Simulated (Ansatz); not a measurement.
System: rock-salt MgS. Method: LDA in Ansatz (PAW).

Settings: plane-wave cutoff 520 eV, 12×12×12 k mesh, scalar-relativistic PAW data made under PBE.

Computed at the level's own relaxed cell.

Elastic tensor (GPa, Voigt notation, ions relaxed):

```
  163.8    42.9    42.9     0.0     0.0     0.0
   42.9   163.8    42.9     0.0     0.0     0.0
   42.9    42.9   163.8     0.0     0.0     0.0
    0.0     0.0     0.0    57.0     0.0     0.0
    0.0     0.0     0.0     0.0    57.0     0.0
    0.0     0.0     0.0     0.0     0.0    57.0
```

Question: Work out the Voigt, Reuss and Hill averages of the bulk and shear moduli, Young's modulus and Poisson's ratio from the printed constants.

Answer: K_V = [C11 + C22 + C33 + 2(C12 + C13 + C23)]/9 = [491.4 + 2 × 128.7]/9 = 83.2 GPa. G_V = [491.4 − 128.7 + 3 × 171.0]/15 = 58.4 GPa. From the compliances S = C⁻¹, K_R = 83.2 and G_R = 58.3 GPa. Hill means: K = 83.2, G = 58.3 GPa. E = 9KG/(3K + G) = 142 GPa, ν = (3K − 2G)/(6K + 2G) = 0.22, K/G = 1.43.

Computed values are for the static lattice.

Ansatz is a first-principles code.
